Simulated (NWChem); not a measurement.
# Correlation energy of C (+1)

```xyz
1

C      0.0000     0.0000     0.0000
```
Charge +1, spin multiplicity 2.

All runs are NWChem calculations.

Basis set: 6-31G*. Each correlation energy counts from its own Hartree-Fock reference.

The correlated methods keep 1 core orbital frozen. The Pople sets run with spherical d functions. No SCF solution was tested for a lower state. Open-shell Hartree-Fock references start from PBE0 orbitals. Coupled-cluster values serve here as a point of comparison, not as the truth.

```
method           correlation energy (mHa)
---------------  ------------------------
CCSD[T] on UHF                      -67.7
CCSDT on ROHF                       -71.7
CCSD on UHF                           [?]
UMP2                                  [?]
CCSD[T] on ROHF                     -71.4
CCSD(T) on UHF                      -67.7
SCS-UMP2                              [?]
CCSD(T) on ROHF                     -71.4
CCSD on ROHF                          [?]
```

Task: Complete the blanks.

Result: 
- CCSD on UHF, correlation energy (mHa): -67.0
- UMP2, correlation energy (mHa): -42.7
- SCS-UMP2, correlation energy (mHa): -49.1
- CCSD on ROHF, correlation energy (mHa): -70.6
